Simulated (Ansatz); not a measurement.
Naphthalene, C10H8 at its PBE0-D4/def2-TZVP geometry, where that method's forces vanish. Charge 0, multiplicity 1.

```tsv
atom	x (Å)	y (Å)	z (Å)
C1	0.222	1.298	-2.145
C2	-0.210	0.008	-2.508
C3	-0.424	-0.943	-1.549
C4	-0.218	-0.651	-0.183
C5	-0.430	-1.611	0.831
C6	-0.222	-1.298	2.145
C7	0.210	-0.008	2.508
C8	0.424	0.943	1.549
C9	0.218	0.651	0.183
C10	0.430	1.611	-0.831
H11	0.388	2.043	-2.914
H12	-0.372	-0.229	-3.554
H13	-0.757	-1.938	-1.825
H14	-0.763	-2.604	0.547
H15	-0.388	-2.043	2.914
H16	0.372	0.229	3.554
H17	0.757	1.938	1.825
H18	0.763	2.604	-0.547
```

(1) For each bond, give half the difference of the two atoms' forces along it (eV/Å; positive pushes the atoms apart) under PBE-D4, r2SCAN-D4, B3LYP-D4, ωB97M-V in def2-TZVPP. (An estimate is asked.)

## Answers

(1) The calculation gave: 
```tsv
bond	length (Å)	PBE-D4	r2SCAN-D4	B3LYP-D4	ωB97M-V
C1–C10	1.367	0.25	0.17	0.10	-0.13
C1–H11	1.084	0.00	-0.09	-0.14	-0.09
C2–C3	1.367	0.25	0.17	0.10	-0.13
C2–H12	1.084	0.00	-0.09	-0.14	-0.09
C4–C5	1.412	-0.07	-0.04	0.02	0.21
C5–C6	1.367	0.25	0.17	0.10	-0.13
C5–H14	1.085	0.02	-0.08	-0.14	-0.09
C6–C7	1.408	-0.04	0.00	0.10	0.23
C6–H15	1.084	0.00	-0.09	-0.14	-0.09
C7–C8	1.367	0.25	0.17	0.10	-0.13
C7–H16	1.084	0.00	-0.09	-0.14	-0.09
C8–C9	1.412	-0.07	-0.04	0.02	0.21
C8–H17	1.085	0.02	-0.08	-0.14	-0.09
C9–C10	1.412	-0.07	-0.04	0.02	0.21
```

B3LYP here is the variant with VWN-RPA as its local correlation; programs differ in this.

Program: Ansatz 0.2.0.
